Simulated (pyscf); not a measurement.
Thermochemistry of product channels of H₃C–GaH₂ + hydrogen fluoride (HF) on the singlet surface, in kcal/mol, from ωB97M-D3(BJ)/def2-TZVP energies (ideal gas, 1 atm, RRHO with modes under 100 cm⁻¹ raised to 100, one conformer, R ln 2 for chiral ones without a mode under 150 cm⁻¹). PySCF, gas phase, ωB97X-D3(BJ)/def2-SVP geometries.

```json
[
 {"products": "methane (CH₄) + F–GaH₂", "ΔE": "___", "ΔH(298 K)": "-28.8", "ΔG(900 K)": "-24.2", "ΔG(1200 K)": "-22.1"},
 {"products": "H₃C–GaH–F + hydrogen (H₂)", "ΔE": "-22.0", "ΔH(298 K)": "-23.6", "ΔG(900 K)": "-19.8", "ΔG(1200 K)": "___"}
]
```

Q: Complete the blanks.

A: 
- methane (CH₄) + F–GaH₂, ΔE: -29.6
- H₃C–GaH–F + hydrogen (H₂), ΔG(1200 K): -18.9

These are energies of the channels, which say nothing of barriers. Elements up to Kr have no core potential and no relativistic terms here.
